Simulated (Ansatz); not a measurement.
What does this script print? It uses the Ansatz DFT code, driven from Python.

`c2h4o_composite.py`
```python
import warnings

import ansatz as az
from ase import Atoms
import numpy as np


def main() -> None:
    warnings.simplefilter("ignore", az.DeckWarning)

    atoms = Atoms(["C", "O", "C", "H", "H", "H", "H"], positions=[
        (1.394, 0.4413, 0.0259),
        (0.3837, -0.2682, -0.636),
        (-0.7792, -0.1514, 0.1428),
        (2.3353, 0.3753, -0.5575),
        (-0.6364, -0.603, 1.1511),
        (-1.5985, -0.7059, -0.3594),
        (-1.099, 0.9119, 0.2332),
    ])
    system = az.Crystal.molecule_from_ase(atoms)

    job = (
        system.calculation()
        .basis(gaussian="def2-SVP")
        .functional("PBE0")
        .spin("collinear", total=2)
    )
    symbols = [site.symbol for site in system.cartesian_sites]
    start = np.array([site.position_ang for site in system.cartesian_sites], dtype=float)
    rep = job.relax(force_tolerance=0.01).run(threads=1, pin="off").report
    end = np.array(rep["positions_ang"])
    print("final positions (A) and the move of each atom")
    for symbol, xyz, old in zip(symbols, end, start):
        print(f"{symbol:2s} {xyz[0]:10.5f} {xyz[1]:10.5f} {xyz[2]:10.5f}   {np.linalg.norm(xyz - old):7.4f}")

    minimum = az.Crystal.molecule()
    for symbol, place in zip(symbols, end):
        minimum = minimum.atom(symbol, place.tolist())
    at_minimum = minimum.calculation().spin("collinear", total=2)
    level = lambda method, basis: at_minimum.basis(gaussian=basis).correlation(method).run(threads=1, pin="off").report
    small, large, cluster = level("mp2", "cc-pVDZ"), level("mp2", "cc-pVTZ"), level("ccsd_t", "cc-pVDZ")
    corr = lambda each: (each["free_energy_ev"] - each["reference_energy_ev"]) / 27.211386246
    mp2_limit = (27 * corr(large) - 8 * corr(small)) / 19
    pieces = {"HF / cc-pVTZ": large["reference_energy_ev"] / 27.211386246, "MP2 correlation, DZ-TZ limit": mp2_limit, "CCSD(T) - MP2 / cc-pVDZ": corr(cluster) - corr(small)}
    for name, value in pieces.items():
        print(f"{name:32s} {value:14.6f} Ha")
    print(f"{'sum':32s} {sum(pieces.values()):14.6f} Ha")
    print("T1 diagnostic", round(cluster["correlation"]["coupled_cluster"]["t1_diagnostic"], 4))


if __name__ == "__main__":
    main()
```

```console
$ python c2h4o_composite.py
final positions (A) and the move of each atom
C     1.55953   -0.02538   -0.07835    0.5060
O     0.42192   -0.50819   -0.52686    0.2664
C    -0.77378   -0.14717    0.14936    0.0095
H     2.06476    0.86282   -0.49299    0.5613
H    -0.74736   -0.48499    1.19737    0.1685
H    -1.60129   -0.64227   -0.37412    0.0654
H    -0.92388    0.94519    0.12570    0.2082
HF / cc-pVTZ                        -152.860868 Ha
MP2 correlation, DZ-TZ limit          -0.567849 Ha
CCSD(T) - MP2 / cc-pVDZ               -0.047969 Ha
sum                                 -153.476685 Ha
T1 diagnostic 0.0192
```

Notes:
- The settings weren't tested for convergence.
- The sum leaves out core correlation, relativity, the Hartree-Fock basis error and zero-point energy; a DZ-TZ extrapolation is rough.
- The species is open-shell (spin multiplicity 3).
- Inner cores stay frozen, so this is valence correlation.
- Finished in 50 s on 1 thread of Arm Neoverse V2, on a shared host, peak memory 0.34 GiB.
